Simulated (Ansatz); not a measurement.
Process, species as SMILES: C#N (CH-N) → [C]#N (C-N) + H atom
B3LYP-D3(BJ)/def2-TZVP geometries, fixed; electronic energies without zero-point terms.

How fast the bond dissociation energy converges with the basis for several methods (Ansatz, a quantum-chemistry and plane-wave program): deviation from each method's own reference, in kcal/mol. References: CCSD(T) 133.43 kcal/mol, Hartree-Fock in aug-cc-pVQZ plus the correlation part extrapolated as X^-3 from aug-cc-pVTZ and aug-cc-pVQZ; HF 109.07 kcal/mol, the value in pcseg-4; MP2 154.63 kcal/mol, Hartree-Fock in aug-cc-pVQZ plus the correlation part extrapolated as X^-3 from aug-cc-pVTZ and aug-cc-pVQZ; PBE 128.77 kcal/mol, the value in pcseg-4; PBE0 132.37 kcal/mol, the value in pcseg-4; wB97M-V 137.71 kcal/mol, the value in pcseg-4. Cartesian d functions, on some or all atoms, in 6-31G*; all else is spherical. In correlated methods cores are frozen. The T1 diagnostic of CCSD is high for at least one species. An unrestricted Hartree-Fock determinant is markedly spin-contaminated. Open shells are unrestricted. No added dispersion term, no relativity. Functionals ending in -V hold VV10 correlation. 

```tsv
basis	functions	CCSD(T)	HF	MP2	PBE	PBE0	wB97M-V
pcseg-0	20	-14.43	-2.06	-14.40	-1.22	-0.33	0.27
def2-SV(P)	30	-11.76	-3.14	-13.33	-2.70	-2.29	-1.62
6-31G*	32	-10.86	-1.40	-12.28	-1.49	-1.37	-0.59
pcseg-1	33	-6.48	0.65	-9.63	-1.83	-1.22	-1.91
6-311G**	42	-5.05	-0.30	-6.55	-0.23	-0.14	-0.54
6-311++G(2d,2p)	64	-3.79	-0.18	-5.32	0.05	0.06	-0.09
def2-TZVPP	76	-1.93	-0.06	-3.20	0.07	0.03	0.11
def2-TZVPPD	91	-1.83	-0.07	-3.09	0.13	0.06	0.14
aug-pcseg-2	115	-1.40	0.27	-3.09	0.11	0.14	0.13
pcseg-3	153	-0.59	0.22	-1.40	0.04	0.06	0.04
def2-QZVPPD	159	-0.77	-0.09	-1.39	-0.02	-0.03	-0.07
aug-cc-pVQZ	206	-0.69	-0.08	-1.22	0.07	0.02	-0.07
```

Mean absolute deviation over 6-311G**, 6-311++G(2d,2p), def2-TZVPP, def2-TZVPPD, aug-pcseg-2: PBE0 0.09, PBE 0.12, HF 0.17, wB97M-V 0.20, CCSD(T) 2.80, MP2 4.25 kcal/mol.
